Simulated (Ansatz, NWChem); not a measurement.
## How basis sets differ on C3H6F2 (1,3-difluoropropane)

C3H6F2 has 11 atoms, charge 0, and is taken as a singlet. SMILES: `FCCCF`. Geometry: relaxed at PBE0-D4/def2-TZVP. This is one conformer, not always the lowest.

Each level gives the vertical energy of the triplet above the singlet (eV). The values are calculated.

```json
{"level": "MP2/cc-pVDZ", "kind": "perturbation theory", "program": "NWChem", "value (eV)": "10.33", "CPU time (all runs)": "3.4 min"}
{"level": "MP2/jun-cc-pV(D+d)Z", "kind": "perturbation theory", "program": "Ansatz", "value (eV)": "9.33", "CPU time (all runs)": "65 s"}
{"level": "MP2/aug-cc-pVDZ", "kind": "perturbation theory", "program": "Ansatz", "value (eV)": "9.33", "CPU time (all runs)": "2.5 min"}
{"level": "MP2/d-aug-cc-pVDZ", "kind": "perturbation theory", "program": "Ansatz", "value (eV)": "9.31", "CPU time (all runs)": "9.4 min"}
```

The values span 9.31 to 10.33 eV. Sets with diffuse functions come out lower, a sign that the upper state is spread out (Rydberg-like). A triplet this far above the singlet is often a Rydberg-like or dissociative state; sets without diffuse functions put Rydberg states too high. Times are those of the runs behind each value, whatever else they computed, on shared processors of several kinds: orders of magnitude only.
